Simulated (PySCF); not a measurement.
# Running PySCF for AlH

File input.py (PySCF 2.14):

```python
from pyscf import gto, scf, solvent

mol = gto.M(
    atom='Al 0 0 0; H 0 0 1.742',
    basis='pcseg-2',
    charge=0,
    spin=0,
    verbose=4,
)
mf = scf.RHF(mol)
mf = solvent.PCM(mf)
mf.with_solvent.eps = 4.71
mf.kernel()
mf.analyze()
print('orbital energies (hartree):', mf.mo_energy[..., max(0, mol.nelec[1]-3):mol.nelec[0]+3].round(4))
```

```bash
$ OMP_NUM_THREADS=1 python input.py
```

It prints (some set-up lines removed):

```
PySCF version 2.14.0

[INPUT] Symbol           X                Y                Z      unit          X                Y                Z       unit  Magmom
[INPUT]  1 Al     0.000000000000   0.000000000000   0.000000000000 AA    0.000000000000   0.000000000000   0.000000000000 Bohr   0.0
[INPUT]  2 H      0.000000000000   0.000000000000   1.742000000000 AA    0.000000000000   0.000000000000   3.291902908992 Bohr   0.0

nuclear repulsion = 3.94908366358209
number of shells = 7
number of NR pGTOs = 82
number of NR cGTOs = 48
basis = pcseg-2
ecp = {}

******** <class 'pyscf.solvent._attach_solvent.PCMRHF'> ********
method = PCMRHF
initial guess = minao
damping factor = 0
level_shift factor = 0
DIIS = <class 'pyscf.scf.diis.CDIIS'>
SCF conv_tol = 1e-09
SCF max_cycles = 50
******** <class 'pyscf.solvent.pcm.PCM'> (In testing) ********

WARN: PCM is an experimental feature. It is still in testing.
Features and APIs may be changed in the future.

lebedev_order = 29 (302 grids per sphere)
eps = 4.71
frozen = False
Initial guess from minao.
PCM E_diel = -0.000346378065111762
Solvent Energy = -0.000346378065111762
init E= -242.195530181735
  HOMO = -0.164254946057218  LUMO = 0.0109254758062905  gap/eV = 4.76690
PCM E_diel = -0.0106275536522785
Solvent Energy = -0.0106275536522785
cycle= 1 E= -242.45095603606  delta_E= -0.255  |g|= 0.115  |ddm|= 1.12
  HOMO = -0.286462972310948  LUMO = 0.0333187914001225  gap/eV = 8.70171
PCM E_diel = -0.00895971187852081
Solvent Energy = -0.00895971187852081
cycle= 2 E= -242.458776319454  delta_E= -0.00782  |g|= 0.0336  |ddm|= 0.283
  HOMO = -0.286589476669853  LUMO = 0.0371535158881123  gap/eV = 8.80950
PCM E_diel = -0.00873477235582379
Solvent Energy = -0.00873477235582379
cycle= 3 E= -242.459762744949  delta_E= -0.000986  |g|= 0.011  |ddm|= 0.123
  HOMO = -0.28711199409544  LUMO = 0.0374941742816347  gap/eV = 8.83298
PCM E_diel = -0.00867708240882165
Solvent Energy = -0.00867708240882165
cycle= 4 E= -242.459924229912  delta_E= -0.000161  |g|= 0.00323  |ddm|= 0.0672
  HOMO = -0.287105046339294  LUMO = 0.0374269545613582  gap/eV = 8.83097
PCM E_diel = -0.00864605548974549
Solvent Energy = -0.00864605548974549
cycle= 5 E= -242.459943461747  delta_E= -1.92e-05  |g|= 0.000908  |ddm|= 0.0297
  HOMO = -0.287075438350538  LUMO = 0.0373948829228413  gap/eV = 8.82929
PCM E_diel = -0.00862278140369977
Solvent Energy = -0.00862278140369977
cycle= 6 E= -242.459945042651  delta_E= -1.58e-06  |g|= 0.000121  |ddm|= 0.0105
  HOMO = -0.287048971931616  LUMO = 0.0374025027792802  gap/eV = 8.82877
PCM E_diel = -0.0086195412897145
Solvent Energy = -0.0086195412897145
cycle= 7 E= -242.459945053003  delta_E= -1.04e-08  |g|= 1.13e-05  |ddm|= 0.000454
  HOMO = -0.28704911531776  LUMO = 0.0374027356691373  gap/eV = 8.82878
PCM E_diel = -0.00861955486178607
Solvent Energy = -0.00861955486178607
cycle= 8 E= -242.459945053082  delta_E= -7.97e-11  |g|= 1.39e-06  |ddm|= 5.79e-05
  HOMO = -0.287049220192301  LUMO = 0.0374025988920295  gap/eV = 8.82878
PCM E_diel = -0.00861957266383895
Solvent Energy = -0.00861957266383895
Extra cycle  E= -242.459945053084  delta_E= -1.59e-12  |g|= 4.21e-07  |ddm|= 7.42e-06
converged SCF energy = -242.459945053084
**** SCF Summaries ****
Total Energy =                        -242.459945053084056
Nuclear Repulsion Energy =               3.949083663582090
One-electron Energy =                 -345.285920663855961
Two-electron Energy =                   98.885511519853665
Two-electron Coulomb Energy =          117.334366941010785
DFT Exchange-Correlation Energy =      -18.448855421157120
HOMO-LUMO gap [eV] =                     8.828783693994929
**** MO energy ****
MO #1   energy= -58.4288931889828  occ= 2
MO #2   energy= -4.88615682917388  occ= 2
MO #3   energy= -3.19690287362107  occ= 2
MO #4   energy= -3.19690287362105  occ= 2
MO #5   energy= -3.19543754047579  occ= 2
MO #6   energy= -0.479198963482737 occ= 2
MO #7   energy= -0.287049220192301 occ= 2
MO #8   energy= 0.0374025988920295 occ= 0
MO #9   energy= 0.0374025988920353 occ= 0
MO #10  energy= 0.113031621450949  occ= 0
[38 lines left out]
 ** Mulliken pop on meta-lowdin orthogonal AOs  **
 ** Mulliken pop  **
pop of  0 Al 1s           2.00000
pop of  0 Al 2s           1.99986
pop of  0 Al 3s           1.78959
pop of  0 Al 4s           0.00659
pop of  0 Al 5s           0.00024
pop of  0 Al 2px          1.99996
pop of  0 Al 2py          1.99996
pop of  0 Al 2pz          1.99999
pop of  0 Al 3px          0.00002
pop of  0 Al 3py          0.00002
pop of  0 Al 3pz          0.93311
pop of  0 Al 4px          0.00002
[36 lines left out]
 ** Mulliken atomic charges  **
charge of    0Al =      0.25820
charge of    1H =     -0.25820
Dipole moment(X, Y, Z, Debye): -0.00000,  0.00000, -0.50845
orbital energies (hartree): [-3.1954 -0.4792 -0.287   0.0374  0.0374  0.113 ]
```

In short: E(SCF) = -242.459945 Eh, 8 cycles, μz(SCF) = -0.51 D.

Run time: 2 s on 1 thread of Arm Neoverse V1 (shared host), peak memory 0.14 GiB.

Stability towards an unrestricted solution was not tested. The bond length is a typed value, not an optimised one.
